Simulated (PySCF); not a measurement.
H2P, SMILES [PH2], multiplicity 2.

Coordinates come from a ωB97X-D3(BJ)/def2-TZVPD optimisation. The isomer is the one that the SMILES or the coordinates give; other isomers of the formula were not compared.

Two levels are set side by side: PBE/def2-TZVPD (PySCF) and CAM-B3LYP/def2-TZVPD (PySCF). Same geometry, gas phase. Differences are taken from unrounded values.

| quantity | CAM-B3LYP | PBE | PBE minus CAM-B3LYP |
|---|---|---|---|
| α-spin orbital gap (eV) | 9.40 | 5.69 | -3.71 |
| β-spin orbital gap (eV) | 7.66 | 3.03 | -4.64 |
| dipole moment (D) | 0.57 | 0.56 | -0.01 |
| mean polarisability (bohr³) | 29.2 | 29.9 | 0.6 |

Rough cost on one machine, each run with all the roots and properties that it gave: CAM-B3LYP against PBE within a factor of 2.
